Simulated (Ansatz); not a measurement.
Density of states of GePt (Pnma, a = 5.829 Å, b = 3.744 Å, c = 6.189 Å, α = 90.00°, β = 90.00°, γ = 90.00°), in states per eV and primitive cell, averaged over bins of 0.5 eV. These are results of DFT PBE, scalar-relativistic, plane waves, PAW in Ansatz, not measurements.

Cutoff 420 eV; k points 6×10×6 on the computed 8-atom cell (Γ-centred); Gaussian smearing, width 0.10 eV; no spin polarisation.

The cell is relaxed at this level. The states (both spins) are summed by tetrahedra on a 9×15×9 mesh at the self-consistent density. Energies are bin centres; the table starts no lower than −8 eV and ends at 6 eV, or lower where the solved bands end.

It is a metal at this level.

```csv
E − E_F (eV),total,Pt 5d,Ge 4p,Ge 4s,Pt 6s
-7.20,0.78,0.28,0.33,0.04,0.13
-6.70,3.54,1.31,1.46,0.17,0.54
-6.20,5.69,2.69,2.17,0.20,0.57
-5.70,5.31,3.16,1.63,0.16,0.31
-5.20,10.74,8.29,1.94,0.14,0.28
-4.70,11.92,9.55,1.87,0.16,0.22
-4.20,9.40,7.56,1.43,0.16,0.14
-3.70,10.86,8.91,1.50,0.16,0.16
-3.20,9.39,7.92,1.06,0.11,0.18
-2.70,11.12,9.80,0.81,0.15,0.25
-2.20,4.84,3.56,0.87,0.20,0.11
-1.70,5.03,2.80,1.53,0.38,0.14
-1.20,3.12,1.30,1.37,0.23,0.09
-0.70,2.29,1.17,0.74,0.22,0.10
-0.20,2.13,0.98,0.67,0.32,0.09
0.30,2.76,1.10,0.93,0.51,0.14
0.80,3.42,1.12,1.31,0.61,0.26
1.30,3.44,0.95,1.53,0.51,0.31
1.80,3.54,0.81,1.81,0.40,0.34
2.30,3.42,0.66,1.84,0.34,0.38
2.80,3.30,0.54,1.81,0.22,0.51
3.30,4.38,0.65,2.62,0.22,0.57
3.80,3.43,0.45,2.08,0.11,0.49
4.30,3.62,0.43,2.21,0.08,0.49
4.80,2.86,0.29,1.62,0.06,0.45
5.30,2.97,0.19,1.32,0.06,0.71
```

The columns after the total are the main Löwdin projections on the occupied valence shells of the potentials; 2 others are left out. The rest of the total lies in those, in shells that are empty in the free atom, which aren't projected, and between the atoms.

Spin-orbit coupling is left out, which matters for the bands of heavy elements.

Cost: 1 run of about 5.7 core-minutes, on Arm Neoverse V2 (shared hosts).